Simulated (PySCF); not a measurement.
Stepwise substitution at one centre (Al Cl-CH3). Gas-phase values, no solvent. Strings in code marks are SMILES.

The dipole moment from two functionals at the same geometries (B3LYP-D3(BJ)/def2-TZVP), both in PySCF: PBE-D3(BJ)/def2-TZVP and ωB97X-D3(BJ)/def2-TZVP. 

```
species                                              ωB97X-D3(BJ)/def2-TZVP (D)
---------------------------------------------------  --------------------------
0 of 3 Cl replaced by CH3 (`[Cl][Al]([Cl])[Cl]`)                           0.00
1 of 3 Cl replaced by CH3 (`[Cl][Al]([Cl])[CH3]`)                          2.04
2 of 3 Cl replaced by CH3 (`[CH3][Al]([Cl])[CH3]`)                         2.10
3 of 3 Cl replaced by CH3 (`[CH3][Al]([CH3])[CH3]`)                        0.00
```

**Question.** What does PBE-D3(BJ)/def2-TZVP give for each?

**Answer.** 
- 0 of 3 Cl replaced by CH3 (`[Cl][Al]([Cl])[Cl]`): 0.00
- 1 of 3 Cl replaced by CH3 (`[Cl][Al]([Cl])[CH3]`): 1.99
- 2 of 3 Cl replaced by CH3 (`[CH3][Al]([Cl])[CH3]`): 2.02
- 3 of 3 Cl replaced by CH3 (`[CH3][Al]([CH3])[CH3]`): 0.00
Over these rows, drawn at random from the members with no instability flagged (it was tested for open shells, ions and some series alone), PBE minus ωB97X-D3(BJ): mean -0.03 D, from -0.08 D to 0.00 D.
